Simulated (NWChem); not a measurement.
**One shape, several levels: HS (SMILES [SH])**

Aim: a comparison of 3 runs (UPBE0/def2-SVP, UB3LYP/6-31G*, UCCSD(T)/pcseg-2) of HS. 

The results are computed with NWChem 7.3.0.

23 further runs of the same task are left out: 23 set aside as unsound or not needed.

### 1 The structure to begin with

The species is HS (2 atoms), meant as a doublet with charge 0. As SMILES, `[SH]`. The coordinates come from a PBE0-D4/def2-TZVP relaxation.

Bond lengths: S1–H2 1.346 Å.

### 2 Energy and gradient at UPBE0/def2-SVP (run 1)

File m1.nw:

```
echo
start m1
memory total 2200 mb
geometry units angstroms noautosym nocenter noautoz
  S      0.574560    -0.187810     0.295460
  H     -0.574560     0.187810    -0.295460
end
basis spherical bse
  S library def2-SVP
  H library def2-SVP
end
dft
  xc pbe0
  mult 2
  grid xfine
  convergence energy 1e-08
  iterations 100
  mulliken
  print low
end
task dft gradient
```

Started as:

```console
$ nwchem m1.nw > m1.out
```

What it wrote:

```text
[...]
 d= 0,ls=0.0,diis     1   -398.4610093390 -4.05D+02  7.39D-03  2.55D-02     0.3
[...]
 d= 0,ls=0.0,diis     8   -398.4735316661 -1.29D-09  7.14D-07  4.67D-11     1.7
[...]
         Total DFT energy =     -398.473531666074
      One electron energy =     -562.707119101936
           Coulomb energy =      183.818385095370
    Exchange-Corr. energy =      -25.876837554220
 Nuclear repulsion energy =        6.292039894712
[...]
      Total Density - Mulliken Population Analysis
     ---------------------------------------------
    Atom       Charge   Shell Charges
 -----------   ------   -------------------------------------------------------
    1 S   16    16.08   2.00  1.99  1.28  0.67  5.93  1.73  2.47  0.03
    2 H    1     0.92   0.71  0.17  0.03
[...]
      <S2> =      0.7534 (Exact =     0.7500)
                         DFT ENERGY GRADIENTS
    atom               coordinates                        gradient
                 x          y          z           x          y          z
   1 S       1.085761  -0.354909   0.558338   -0.003679   0.001203  -0.001892
   2 H      -1.085761   0.354909  -0.558338    0.003679  -0.001203   0.001892
 Task  times  cpu:        1.9s     wall:        1.9s
 Total times  cpu:        2.0s     wall:        2.0s
```

It took 2.5 s on 1 thread of Intel Xeon 6975P-C (Granite Rapids), shared host; peak memory 0.12 GiB.

### 3 Energy and forces at UB3LYP/6-31G(d) (spherical functions) (run 2)

File job.nw:

```
start job
title "HS"
memory total 2200 mb

geometry noautosym nocenter noautoz
 S      0.574560    -0.187810     0.295460
 H     -0.574560     0.187810    -0.295460
end

basis spherical bse
 * library 6-31G*
end

dft
 xc b3lyp
 mult 2
 grid xfine
 convergence energy 1e-08
 iterations 100
 mulliken
end

task dft gradient
```

Started as:

```console
$ nwchem job.nw > job.out
```

What it wrote:

```text
[...]
          Wavefunction type:  spin polarized.
          No. of atoms     :     2
          No. of electrons :    17
[...]
          Charge           :     0
          Spin multiplicity:     2
[...]
          AO basis - number of functions:    20
[...]
              XC Information
              --------------
                         B3LYP Method XC Potential
                     Hartree-Fock (Exact) Exchange  0.200
                        Slater Exchange Functional  0.800 local
                    Becke 1988 Exchange Functional  0.720 non-local
              Lee-Yang-Parr Correlation Functional  0.810
                  VWN I RPA Correlation Functional  0.190 local
[...]
 d= 0,ls=0.0,diis     1   -398.7220396616 -4.05D+02  1.18D-02  2.71D-02     0.3
[...]
 d= 0,ls=0.0,diis     8   -398.7369862839 -1.71D-09  8.46D-07  3.35D-11     1.7
[...]
         Total DFT energy =     -398.736986283860
      One electron energy =     -562.772744575758
           Coulomb energy =      183.782643366754
    Exchange-Corr. energy =      -26.038924969568
 Nuclear repulsion energy =        6.292039894712
[...]
      Total Density - Mulliken Population Analysis
     ---------------------------------------------
    Atom       Charge   Shell Charges
 -----------   ------   -------------------------------------------------------
    1 S   16    16.11   2.00  2.00  5.97  1.41  2.89  0.53  1.28  0.03
    2 H    1     0.89   0.50  0.39
[...]
      <S2> =      0.7524 (Exact =     0.7500)
[...]
  wavefunction    = open shell
                         DFT ENERGY GRADIENTS
    atom               coordinates                        gradient
                 x          y          z           x          y          z
   1 S       1.085761  -0.354909   0.558338   -0.004044   0.001322  -0.002080
   2 H      -1.085761   0.354909  -0.558338    0.004044  -0.001322   0.002080
[...]
```

Run time: 2.4 s. Hardware: 1 thread of Intel Xeon 6975P-C (Granite Rapids), shared host; peak memory 0.12 GiB.

### 4 A single-point energy at UCCSD(T)/pcseg-2 (run 3)

File run.py:

```python
from ase import Atoms
from ase.calculators.nwchem import NWChem

atoms = Atoms(['S', 'H'], positions=[
    [0.574560, -0.187810, 0.295460],
    [-0.574560, 0.187810, -0.295460],
])

calc = NWChem(
    label='hs',
    theory='tce',
    memory='2200 mb',
    basis='pcseg-2',
    basispar='spherical bse',
    scf={'nopen': '1', 'uhf': None, 'thresh': '1e-08', 'maxiter': '80'},
    tce={'scf': None, 'ccsd(t)': None, 'freeze': 'core 5', 'maxiter': '60'},
    task='energy',
)
atoms.calc = calc

print("Total energy (eV):", round(atoms.get_potential_energy(), 6))
```

Started as:

```console
$ export ASE_NWCHEM_COMMAND="nwchem PREFIX.nwi > PREFIX.nwo"
$ python run.py
```

What it wrote:

```text
Total energy (eV): -10837.495372
```

The calculator wrote hs.nwi:

```
title "hs"

permanent_dir hs

scratch_dir hs

start hs

geometry units angstrom nocenter noautosym noautoz
  S  5.7455999999999996e-01 -1.8781000000000000e-01 2.9546000000000000e-01
  H  -5.7455999999999996e-01 1.8781000000000000e-01 -2.9546000000000000e-01
end

memory 2200 mb

basis spherical bse noprint
   * library pcseg-2
end

scf
  nopen 1
  uhf
  thresh 1e-08
  maxiter 80
end
tce
  scf
  ccsd(t)
  freeze core 5
  maxiter 60
end

task tce energy
```

hs.nwo:

```text
Northwest Computational Chemistry Package (NWChem) 7.3.0
             --------------------------------------------------------

           Job information
           ---------------

    nwchem branch   = 7.3.0
    use scalapack   = T
    input           = hs.nwi
    prefix          = hs.
    data base       = hs/hs.db
    status          = startup
    nproc           =        1

           Memory information
           ------------------

    heap     =     72089600 doubles =      550.0 Mbytes
    stack    =     72089597 doubles =      550.0 Mbytes
    global   =    144179200 doubles =     1100.0 Mbytes (distinct from heap & stack)
    total    =    288358397 doubles =     2200.0 Mbytes
    verify   = yes
    hardfail = no

[... 33 lines left out ...]
            Nuclear Dipole moment (a.u.)
[... 57 lines left out ...]
 1-e energy   =    -562.353852
[... 7 lines left out ...]
         Quadratically convergent UHF
[... 14 lines left out ...]
       Final UHF  results
[... 3 lines left out ...]
      One electron energy =   -562.829071578798
[... 1 line left out ...]
 Nuclear repulsion energy =      6.292039894712
[... 31 lines left out ...]
          Final beta eigenvalues
[... 168 lines left out ...]
                     UHF Final Beta Molecular Orbital Analysis
[... 343 lines left out ...]
 CCSD total energy / hartree       =      -398.265439866033773
[... 1 line left out ...]
 Singles contributions

 Doubles contributions
 CCSD(T)
 Using plain CCSD(T) code
             total no. of tasks           20
 total no. of tasks / no. procs           20
                         wl_min       216000           7.7
                         wl_max       512000           8.9
        thresh for no. of tasks           20

 CCSD[T]  correction energy / hartree =        -0.005263803360331
 CCSD[T] correlation energy / hartree =        -0.172268464672735
 CCSD[T] total energy / hartree       =      -398.270703669394095
 CCSD(T)  correction energy / hartree =        -0.005172392935961
 CCSD(T) correlation energy / hartree =        -0.172177054248365
 CCSD(T) total energy / hartree       =      -398.270612258969720

 Task  times  cpu:        8.7s     wall:        8.7s
 Total times  cpu:        8.8s     wall:        8.8s
```

Wall time 11 s (1 thread of Intel Xeon 6975P-C (Granite Rapids), shared host); peak memory 0.23 GiB.

### 5 Overview of the runs

```csv
run,level,task,integration grid,energy (Eh),⟨S²⟩,largest force (eV/Å),wall time
1,UPBE0/def2-SVP,gradient,xfine,-398.473532,0.753,0.222,2.5 s
2,UB3LYP/6-31G* (spherical functions),gradient,xfine,-398.736986,0.752,0.244,2.4 s
3,UCCSD(T)/pcseg-2,energy,–,-398.270612,0.761,–,11 s
```

### 6 Results

```
                                                         quantity          value
                                              run 3: total energy  -398.27061 Eh
run 3: HOMO energy (Hartree–Fock orbitals) (highest over α and β)      -10.33 eV
 run 3: LUMO energy (Hartree–Fock orbitals) (lowest over α and β)        0.12 eV
               run 3: correlation energy (5 core orbitals frozen)     -172.2 mEh
                                            run 3: (T) correction      -5.17 mEh
                         run 3: ⟨S²⟩ of the reference determinant          0.761
```

**Reading.** Totals of different functionals can't be ranked against each other. All runs together took 15 s, the longest 11 s.
